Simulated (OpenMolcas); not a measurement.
# H3NO (hydroxylamine): levels of theory compared

We compute a comparison of 5 runs (HF/STO-3G, HF/def2-SVP, PBE0/def2-SVP, B3LYP/6-311G**, r2SCAN/6-311G**) of H3NO (hydroxylamine). 

The results are computed with OpenMolcas 26.06.

4 further runs of the same task are left out: 1 that didn't finish, 3 set aside as unsound or not needed.

## Step 1: Starting point

H3NO: 5 atoms, total charge 0, spin state singlet. As SMILES, `NO`. Geometry: relaxed at GFN2-xTB. This is one conformer, not always the lowest.

Bond lengths: N1–O2 1.432 Å, N1–H3 1.020 Å, N1–H4 1.020 Å, O2–H5 0.966 Å. Angles: N1–O2–H5 105.0°, O2–N1–H3 105.6°, O2–N1–H4 105.6°, H3–N1–H4 107.4°.

## Step 2: Energy and forces at HF/STO-3G (run 1)

mol.inp reads:

```
&gateway
  baslib = $CurrDir
  coord
  5
  angstrom
  N       -0.178910      -0.366440      -0.312920
  O        0.371730       0.674250       0.501760
  H       -0.161770      -1.206140       0.265260
  H       -1.156690      -0.114310      -0.454620
  H        1.125640       1.012630       0.000530
  basis = STO-3G
  group = NoSym

&seward

&scf
  thresholds = 1e-10 1e-07 1e-07 1e-05
  prorbitals = 1 1

&alaska
```

The basis set STO-3G is read from a file made from the Basis Set Exchange's data (not shown).

Command:

```console
$ export MOLCAS_MEM=1860
$ pymolcas mol.inp > mol.log
```

The log of the run:

```text
--- Start Module: gateway ---
[...]
--- Stop Module: gateway /rc=_RC_ALL_IS_WELL_ ---
[...]
      Basis functions           13
[...]
--- Start Module: scf ---
[...]
       Convergence after  10 Iterations
[...]
::    Total SCF energy                               -129.2597966792
[...]
      Total spin, S                                     0.0000000000
[...]
      Total electronic charge=   18.000000
      Total            charge=   -0.000000
[...]
      Dipole Moment (debye):
      Origin of the operator (angstrom)=    0.0983    0.1618    0.1046
                   X= -2.6945E-01               Y= -2.6377E-01               Z=  1.2707E-02           Total=  3.7728E-01
      Quadrupole Moment (debye*angstrom):
[...]
--- Stop Module: scf /rc=_RC_ALL_IS_WELL_ ---
--- Start Module: alaska ---
[...]
 *              Molecular gradients               *
 **************************************************
  Irreducible representation: a
 ------------------------------------------------------------------------------------------
                              X                       Y                       Z
 ------------------------------------------------------------------------------------------
  N1               -4.01091930141180E-02   -2.58869191906141E-02    1.62028788436928E-02
  O2                3.89750893942331E-02    1.69689579769932E-02   -2.69632979530456E-02
  H3                5.07620586994678E-03    1.68566977921532E-02   -1.49613172957330E-02
  H4                2.27109470127838E-02   -2.62537434808968E-03   -2.04303872305522E-03
  H5               -2.66530492628414E-02   -5.31336223043510E-03    2.77647751281371E-02
 ------------------------------------------------------------------------------------------
--- Stop Module: alaska /rc=_RC_ALL_IS_WELL_ ---
[...]
```

Run time: 1.8 s. Hardware: 1 thread of Arm Neoverse V1, shared host; peak memory 0.37 GiB.

## Step 3: Energy and forces at HF/def2-SVP (run 2)

coord.xyz reads:

```xyz
5

N     -0.178910    -0.366440    -0.312920
O      0.371730     0.674250     0.501760
H     -0.161770    -1.206140     0.265260
H     -1.156690    -0.114310    -0.454620
H      1.125640     1.012630     0.000530
```

calc.inp reads:

```
* H3NO Hartree-Fock

&GATEWAY
 BasLib
 $CurrDir
 Coord
 coord.xyz
 Basis
 def2-SVP
 Group
 NoSym

&SEWARD

&SCF
 Thresholds
 1e-10 1e-07 1e-07 1e-05
 PrOrbitals
 1 2

&ALASKA
```

The basis set def2-SVP is read from a file made from the Basis Set Exchange's data (not shown).

Command:

```console
$ export MOLCAS_MEM=1860
$ pymolcas calc.inp > calc.log
```

The log of the run:

```text
--- Start Module: gateway ---
[...]
--- Stop Module: gateway /rc=_RC_ALL_IS_WELL_ ---
[...]
      Basis functions           43
[...]
--- Start Module: scf ---
[...]
       Convergence after  12 Iterations
[...]
::    Total SCF energy                               -130.8827269653
[...]
      Total spin, S                                     0.0000000000
[...]
      Total electronic charge=   18.000000
      Total            charge=   -0.000000
[...]
      Dipole Moment (debye):
      Origin of the operator (angstrom)=    0.0983    0.1618    0.1046
                   X= -2.9694E-01               Y= -5.6607E-01               Z= -3.9713E-01           Total=  7.5254E-01
      Quadrupole Moment (debye*angstrom):
[...]
--- Stop Module: scf /rc=_RC_ALL_IS_WELL_ ---
--- Start Module: alaska ---
[...]
 *              Molecular gradients               *
 **************************************************
  Irreducible representation: a
 ------------------------------------------------------------------------------------------
                              X                       Y                       Z
 ------------------------------------------------------------------------------------------
  N1               -2.99721371986275E-03   -1.37046220313897E-02   -1.64902482265772E-02
  O2               -5.07819131429421E-03    1.30633353823857E-02    2.58499861871400E-02
  H3                1.15074877279669E-03   -1.25681616699542E-02    5.68907019548015E-03
  H4               -1.29237725284050E-02    2.78108575261304E-03   -4.32953441892281E-03
  H5                1.98484287897580E-02    1.04283625663719E-02   -1.07192737371067E-02
 ------------------------------------------------------------------------------------------
--- Stop Module: alaska /rc=_RC_ALL_IS_WELL_ ---
[...]
```

Run time: 2.3 s. Hardware: 1 thread of Arm Neoverse V1, shared host; peak memory 0.38 GiB.

Runs 3 to 4 aren't shown in full; the table further down has their settings and results.

## Step 4: Energy and forces at r2SCAN/6-311G(d,p) (run 5)

job.input reads:

```
>>> EXPORT MOLCAS_PRINT=2
&GATEWAY
BasLib=$CurrDir
Coord
5
angstrom
N       -0.178910      -0.366440      -0.312920
O        0.371730       0.674250       0.501760
H       -0.161770      -1.206140       0.265260
H       -1.156690      -0.114310      -0.454620
H        1.125640       1.012630       0.000530
Basis=6-311Gss
Group=NoSym
&SEWARD
GridInput
Grid=UltraFine
End of Grid
&SCF
KSDFT=2
1.0 MGGA_X_R2SCAN
1.0 MGGA_C_R2SCAN
Thresholds=1e-10 1e-07 1e-07 1e-05
PrOrbitals=1 2
&ALASKA
```

The basis set 6-311G** is read from a file made from the Basis Set Exchange's data (not shown).

Command:

```console
$ export MOLCAS_MEM=1860
$ pymolcas job.input > job.log
```

The log of the run:

```text
--- Start Module: gateway ---
[...]
--- Stop Module: gateway /rc=_RC_ALL_IS_WELL_ ---
[...]
      Basis functions           54
[...]
--- Start Module: scf ---
[...]
       Convergence after  12 Iterations
[...]
::    Total KS-DFT energy                            -131.6828929931
[...]
      Total spin, S                                     0.0000000000
[...]
      Total electronic charge=   18.000000
      Total            charge=   -0.000000
[...]
      Dipole Moment (debye):
      Origin of the operator (angstrom)=    0.0983    0.1618    0.1046
                   X= -2.4906E-01               Y= -4.5417E-01               Z= -2.9720E-01           Total=  5.9718E-01
      Quadrupole Moment (debye*angstrom):
[...]
--- Stop Module: scf /rc=_RC_ALL_IS_WELL_ ---
[...]
--- Start Module: alaska ---
[...]
 *              Molecular gradients               *
 **************************************************
  Irreducible representation: a
 ------------------------------------------------------------------------------------------
                              X                       Y                       Z
 ------------------------------------------------------------------------------------------
  N1               -5.35845128823886E-03    2.74925266805015E-03    1.16555560868816E-02
  O2                5.09200010742568E-04   -4.77019564281989E-03   -8.18597302277979E-03
  H3                1.63688113250099E-03   -3.68049803469406E-03   -2.03085159933103E-03
  H4               -1.64840890273199E-03   -3.04539073719412E-04   -4.17888404954436E-03
  H5                4.86077904770887E-03    6.00598008317310E-03    2.74015258478943E-03
 ------------------------------------------------------------------------------------------
--- Stop Module: alaska /rc=_RC_ALL_IS_WELL_ ---
[...]
```

It took 15 s on 1 thread of Arm Neoverse V1, shared host; peak memory 0.39 GiB.

## Step 5: Overview of the runs

| run | level | integration grid | energy (Eh) | dipole moment (D) | HOMO energy (eV) | LUMO energy (eV) | wall time |
| --- | --- | --- | --- | --- | --- | --- | --- |
| 1 | HF/STO-3G | – | -129.259797 | 0.38 | -9.02 | 14.68 | 1.8 s |
| 2 | HF/def2-SVP | – | -130.882727 | 0.75 | -11.36 | 5.05 | 2.3 s |
| 3 | PBE0/def2-SVP | UltraFine | -131.465927 | 0.59 | -6.98 | 2.10 | 9.3 s |
| 4 | B3LYP/6-311G** | UltraFine | -131.756178 | 0.61 | -6.85 | 1.20 | 11 s |
| 5 | r2SCAN/6-311G** | UltraFine | -131.682893 | 0.60 | -5.80 | 1.49 | 15 s |

## Step 6: Summary of results

```
                       quantity          value
            run 5: total energy  -131.68289 Eh
           run 5: dipole moment         0.60 D
             run 5: HOMO energy       -5.80 eV
             run 5: LUMO energy        1.49 eV
           run 5: HOMO–LUMO gap        7.29 eV
run 5: largest force on an atom     0.675 eV/Å
```

The dipole moment (its size) runs from 0.38 D (HF/STO-3G) to 0.75 D (HF/def2-SVP). The HOMO–LUMO gap runs from 7.29 eV (r2SCAN/6-311G**) to 23.69 eV (HF/STO-3G). The two ends differ in method and basis. Totals of different functionals can't be ranked against each other. In run 1 the basis is minimal, so the values are rough. All runs together took 40 s, the longest 15 s.
